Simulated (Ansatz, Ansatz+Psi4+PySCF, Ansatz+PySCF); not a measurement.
```xyz
3

O     0.0000    0.0000    0.1193
H     0.0000    2.2897   -1.6697
H     0.0000   -0.7632   -0.4770
```

Basis set: cc-pVTZ (spherical functions). Frozen core: 1 orbital. Charge 0, multiplicity 1.

Computed with Ansatz (development build ahead of 0.2.0); each method stands on the lowest determinant of its kind that the runs found. Restricted open shells among the atoms or ions are ROHF, correlated in semicanonical orbitals with singles.

The atomization energy at this shape (free ground-state atoms in the same class of orbitals less the molecule, no zero-point energy) of singlet H₂O in separate pieces:

```json
{"method": "UHF-CCSD(T)", "atomization energy": "4.48 eV"}
{"method": "UHF-MP2", "atomization energy": "4.48 eV"}
{"method": "RHF-MP2", "atomization energy": "3.52 eV"}
```

(1) What does UHF give?

## Answers

(1) 2.94 eV. Caution: the shape is not the minimum. Caution for UHF-CCSD(T), UHF-MP2: a plain start can end on a higher determinant. Caution for UHF-CCSD(T), UHF-MP2, UHF: the unrestricted determinant is a mixture of spin states. Caution for RHF-MP2: an unrestricted determinant lies well below; large amplitudes, a single reference is doubtful.
